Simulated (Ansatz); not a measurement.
**Zr, dhcp: how the functional moves the structure**

All rows: Ansatz, plane waves with scalar-relativistic PAW, 420 eV (500 eV for the SCAN forms), relaxed under each functional, no dispersion correction, no zero-point motion. B₀ comes from uniform scaling at fixed shape; a dash is a value not given.

```csv
functional,V (Å³/atom),cell,B₀ (GPa),magnetic state,ΔE to hcp (meV/atom)
PBE,23.42,"a = 3.220 Å, c = 10.434 Å (c/a = 3.240)",90,spin not included,47
r²SCAN,23.58,"a = 3.238 Å, c = 10.392 Å (c/a = 3.210)",91,spin not included,55
PBEsol,22.46,"a = 3.169 Å, c = 10.328 Å (c/a = 3.259)",95,spin not included,46
LDA,21.75,"a = 3.127 Å, c = 10.277 Å (c/a = 3.287)",101,spin not included,43
revPBE,23.85,"a = 3.242 Å, c = 10.482 Å (c/a = 3.233)",87,spin not included,47
RPBE,24.02,"a = 3.250 Å, c = 10.501 Å (c/a = 3.231)",86,spin not included,47
BLYP,24.20,"a = 3.252 Å, c = 10.572 Å (c/a = 3.251)",86,spin not included,45
```

LDA gives the smallest volume and BLYP the largest.
